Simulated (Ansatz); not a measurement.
Born–Oppenheimer molecular dynamics of C4H9NO (15 atoms, charge 0, multiplicity 1). It starts from a relaxed structure.

Method: Ansatz 0.2.0, UKS r2SCAN/6-31G.

```json
{
 "ensemble": "NVT, Nosé–Hoover chain",
 "time step": "0.5 fs",
 "steps asked": "51",
 "set temperature": "200 K",
 "thermostat": "time constant 100 fs, chain length 3 (defaults)",
 "seed": "528553"
}
```

First frame:

```xyz
15
Properties=species:S:1:pos:R:3
C -1.412 0.137 1.427
N -1.155 -0.750 0.536
C 0.057 -0.616 -0.287
C 1.074 -1.655 0.160
O 0.730 0.678 -0.202
C 0.116 1.705 -1.035
H -2.295 0.003 2.051
H -0.784 1.018 1.603
H -0.257 -0.786 -1.329
H 1.417 -1.404 1.170
H 0.618 -2.649 0.174
H 1.933 -1.651 -0.517
H 0.712 2.607 -0.881
H -0.926 1.896 -0.747
H 0.150 1.416 -2.095
```

(1) What does the run give?

(2) What happens to the structure?

(3) How do temperature and energy run in time?

Results:

(1) All steps were run.

```yaml
steps_done: 51
time_covered: 25.5 fs
mean_temperature_over_the_second_half: 105 K
spread_of_the_potential_energy_over_the_second_half: 1.7 meV per atom
mean_potential_energy_of_the_second_half_above_the_start: 10.9 meV per atom
```

The conserved energy stayed within 0.12 meV per atom of its start (net change 0.065 meV per atom), so the integration is sound. The mean temperature of the second half is 47 % below the set value. A run of 0.025 ps of so small a system gives no equilibrium averages. Limits of this set-up: no polarisation functions.

(2) The same pairs are bonded in the first frame and the last. Pairs count as bonded within 1.25 times the sum of covalent radii (0.12 Å more for H–H). Another seed would give other details.

(3) 
| time (fs) | T (K) | potential energy less start (eV) | conserved less start (meV/atom) |
| --- | --- | --- | --- |
| 0.0 | 200 | 0.000 | 0.00 |
| 0.5 | 195 | 0.008 | 0.00 |
| 1.0 | 182 | 0.030 | 0.03 |
| 1.5 | 164 | 0.061 | 0.06 |
| 2.0 | 145 | 0.093 | 0.09 |
| 2.5 | 130 | 0.119 | 0.11 |
| 3.0 | 121 | 0.135 | 0.10 |
| 3.5 | 116 | 0.142 | 0.08 |
| 4.0 | 115 | 0.144 | 0.06 |
| 4.5 | 113 | 0.147 | 0.04 |
| 5.0 | 108 | 0.156 | 0.04 |
| 5.5 | 98 | 0.172 | 0.05 |
| 6.0 | 86 | 0.192 | 0.06 |
| 6.5 | 74 | 0.214 | 0.09 |
| 7.0 | 64 | 0.230 | 0.10 |
| 7.5 | 59 | 0.239 | 0.12 |
| 8.0 | 61 | 0.235 | 0.12 |
| 8.5 | 70 | 0.220 | 0.11 |
| 9.0 | 84 | 0.196 | 0.09 |
| 9.5 | 101 | 0.167 | 0.06 |
| 10.0 | 118 | 0.139 | 0.04 |
| 10.5 | 131 | 0.117 | 0.02 |
| 11.0 | 138 | 0.105 | 0.02 |
| 11.5 | 138 | 0.105 | 0.03 |
| 12.0 | 132 | 0.115 | 0.05 |
| 12.5 | 125 | 0.129 | 0.07 |
| 13.0 | 118 | 0.141 | 0.10 |
| 13.5 | 115 | 0.146 | 0.10 |
| 14.0 | 116 | 0.144 | 0.09 |
| 14.5 | 121 | 0.136 | 0.07 |
| 15.0 | 125 | 0.129 | 0.04 |
| 15.5 | 126 | 0.126 | 0.03 |
| 16.0 | 123 | 0.132 | 0.03 |
| 16.5 | 115 | 0.145 | 0.05 |
| 17.0 | 105 | 0.163 | 0.06 |
| 17.5 | 94 | 0.182 | 0.08 |
| 18.0 | 85 | 0.198 | 0.10 |
| 18.5 | 80 | 0.206 | 0.11 |
| 19.0 | 80 | 0.205 | 0.11 |
| 19.5 | 86 | 0.196 | 0.10 |
| 20.0 | 96 | 0.179 | 0.08 |
| 20.5 | 107 | 0.161 | 0.06 |
| 21.0 | 116 | 0.145 | 0.04 |
| 21.5 | 121 | 0.136 | 0.03 |
| 22.0 | 121 | 0.136 | 0.03 |
| 22.5 | 115 | 0.147 | 0.04 |
| 23.0 | 106 | 0.163 | 0.06 |
| 23.5 | 96 | 0.180 | 0.09 |
| 24.0 | 90 | 0.191 | 0.11 |
| 24.5 | 89 | 0.193 | 0.11 |
| 25.0 | 94 | 0.184 | 0.09 |
| 25.5 | 102 | 0.170 | 0.07 |

The run took 13 min on 2 CPU threads of a shared host.
